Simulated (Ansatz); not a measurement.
# C₈H₁₈: vertical ionisation energy

One table from this session's results is given with a row withheld; the runs are named, their logs left out.

The runs use Ansatz 0.2.0, Gaussian basis; unrestricted cation, the program's frozen cores in correlated methods.

Plan: UKS PBE-D4/def2-TZVPP; UKS r2SCAN-D4/def2-TZVPP; UKS PBE0-D4/def2-TZVPP; UKS B3LYP-D4/def2-TZVPP; UKS wB97X-V/def2-TZVPP; UKS wB97M-V/def2-TZVPP; UKS B2PLYP/def2-TZVPP; UHF-CCSD(T)/def2-TZVPP; UHF-MP2/def2-QZVPP; extrapolation to the limit; then −ε(HOMO) from the neutral's earlier runs with LDA (SPW92), PBE-D4, revPBE-D4, BLYP-D4, r2SCAN-D4, B97M-V, PBE0-D4, B3LYP-D4, r2SCANh-D4, r2SCAN0-D4, HSE06-D4, BHLYP-D4, CAM-B3LYP-D4, LC-ωPBE, ωB97X-V, ωB97M-V.

### The geometry

The geometry comes from an earlier relaxation with PBE0-D4 in a triple-zeta def2 set; it is a stationary point, not always the lowest conformer.

SMILES `CCC(CC)C(C)C`, 26 atoms, charge 0, spin multiplicity 1.

Atoms are counted from 1 here; the program's logs count them from 0.

Bond lengths: C1–C2 1.521 Å, C1–H9 1.093 Å, C1–H10 1.094 Å, C1–H11 1.092 Å, C2–C3 1.539 Å, C2–H12 1.094 Å, C2–H13 1.096 Å, C3–C4 1.528 Å, C3–C6 1.539 Å, C3–H14 1.100 Å, C4–C5 1.519 Å, C4–H15 1.096 Å, C4–H16 1.096 Å, C5–H17 1.093 Å, C5–H18 1.094 Å, C5–H19 1.093 Å, C6–C7 1.523 Å, C6–C8 1.522 Å and more. Angles: C2–C1–H9 111.5°, C2–C1–H10 110.6°, C2–C1–H11 111.8°, H9–C1–H10 107.7°, H9–C1–H11 107.8°, H10–C1–H11 107.3°, C1–C2–C3 113.9°, C1–C2–H12 108.2°, C1–C2–H13 109.7°, C3–C2–H12 110.0°, C3–C2–H13 109.5°, H12–C2–H13 105.3°, C2–C3–C4 112.2°, C2–C3–C6 113.2°, C2–C3–H14 107.3°, C4–C3–C6 111.1°, C4–C3–H14 106.7°, C6–C3–H14 105.7° and more.

As a file:

```csv
atom,x (Å),y (Å),z (Å)
C1,-0.07813,-1.53801,-1.92800
C2,0.18117,-0.20333,-1.24658
C3,-0.19213,-0.18330,0.24587
C4,-1.52898,0.51184,0.49754
C5,-2.71977,-0.14453,-0.18068
C6,0.91466,0.40299,1.14027
C7,1.28622,1.83758,0.78735
C8,2.15263,-0.48307,1.15359
H9,0.18120,-1.50276,-2.98924
H10,0.51960,-2.32896,-1.46613
H11,-1.12637,-1.83521,-1.85075
H12,1.23968,0.04301,-1.37018
H13,-0.36421,0.59012,-1.76986
H14,-0.31294,-1.22788,0.56753
H15,-1.46166,1.55476,0.16787
H16,-1.70627,0.54495,1.57890
H17,-2.63012,-0.12098,-1.26947
H18,-2.82018,-1.19119,0.12121
H19,-3.64961,0.36665,0.07986
H20,0.50998,0.41000,2.16118
H21,2.04594,2.21657,1.47571
H22,1.70006,1.90543,-0.22280
H23,0.42793,2.51016,0.84255
H24,1.90493,-1.50620,1.44905
H25,2.62802,-0.52695,0.16929
H26,2.89835,-0.10168,1.85592
```

Set-up of the first run:

Input file in.yaml:

```yaml
crystal:
  periodic: [false, false, false]
  atoms:
    - {symbol: C, position_ang: [-0.078134, -1.538007, -1.927999]}
    - {symbol: C, position_ang: [0.181173, -0.203327, -1.246584]}
    - {symbol: C, position_ang: [-0.192126, -0.183305, 0.245868]}
    - {symbol: C, position_ang: [-1.528982, 0.511842, 0.497542]}
    - {symbol: C, position_ang: [-2.719774, -0.144527, -0.180675]}
    - {symbol: C, position_ang: [0.914662, 0.402986, 1.140268]}
    - {symbol: C, position_ang: [1.286217, 1.837576, 0.787350]}
    - {symbol: C, position_ang: [2.152626, -0.483070, 1.153588]}
    - {symbol: H, position_ang: [0.181198, -1.502763, -2.989239]}
    - {symbol: H, position_ang: [0.519598, -2.328958, -1.466131]}
    - {symbol: H, position_ang: [-1.126366, -1.835214, -1.850748]}
    - {symbol: H, position_ang: [1.239681, 0.043014, -1.370176]}
    - {symbol: H, position_ang: [-0.364206, 0.590124, -1.769859]}
    - {symbol: H, position_ang: [-0.312943, -1.227877, 0.567533]}
    - {symbol: H, position_ang: [-1.461659, 1.554761, 0.167869]}
    - {symbol: H, position_ang: [-1.706268, 0.544952, 1.578903]}
    - {symbol: H, position_ang: [-2.630124, -0.120976, -1.269469]}
    - {symbol: H, position_ang: [-2.820177, -1.191187, 0.121209]}
    - {symbol: H, position_ang: [-3.649606, 0.366646, 0.079862]}
    - {symbol: H, position_ang: [0.509978, 0.410001, 2.161178]}
    - {symbol: H, position_ang: [2.045939, 2.216568, 1.475712]}
    - {symbol: H, position_ang: [1.700060, 1.905426, -0.222803]}
    - {symbol: H, position_ang: [0.427927, 2.510156, 0.842547]}
    - {symbol: H, position_ang: [1.904926, -1.506203, 1.449047]}
    - {symbol: H, position_ang: [2.628020, -0.526946, 0.169293]}
    - {symbol: H, position_ang: [2.898349, -0.101682, 1.855924]}
basis:
  gaussian: {orbitals: def2-TZVPP}
total_charge: 1
magnetization: {spin_polarized: true, initial_magnetization: 1}
hamiltonian: {xc: pbe, dispersion: d4}
```

Among the steps run: Cation, UKS PBE-D4/def2-TZVPP; Cation, UKS r2SCAN-D4/def2-TZVPP; Cation, UKS PBE0-D4/def2-TZVPP; Cation, UKS B3LYP-D4/def2-TZVPP; Cation, UKS wB97X-V/def2-TZVPP; Cation, UKS wB97M-V/def2-TZVPP; Cation, UKS B2PLYP (frozen core)/def2-TZVPP; Cation, UHF-CCSD(T)/def2-TZVPP; Cation, UHF-MP2/def2-QZVPP.

One table of the session follows, with a row left open; its other results are not shown here.

For comparison, −ε(HOMO) of the neutral from earlier runs:

| functional | −ε(HOMO) (eV) |
| --- | --- |
| LDA (SPW92) | 7.13 |
| PBE-D4 | 7.07 |
| revPBE-D4 | 7.03 |
| BLYP-D4 | 7.00 |
| r2SCAN-D4 | 7.33 |
| B97M-V | 7.50 |
| PBE0-D4 | 8.40 |
| B3LYP-D4 | 8.22 |
| r2SCANh-D4 | 7.82 |
| r2SCAN0-D4 | 8.56 |
| HSE06-D4 | ? |
| BHLYP-D4 | 9.68 |
| CAM-B3LYP-D4 | 9.81 |
| LC-ωPBE | 11.11 |
| ωB97X-V | 10.80 |
| ωB97M-V | 10.68 |

Q: Estimate the row for HSE06-D4 from the others.

**Answer.** −ε(HOMO) (eV): 7.99. In the column «−ε(HOMO) (eV)» it lies between r2SCANh-D4 (7.82) and B3LYP-D4 (8.22).
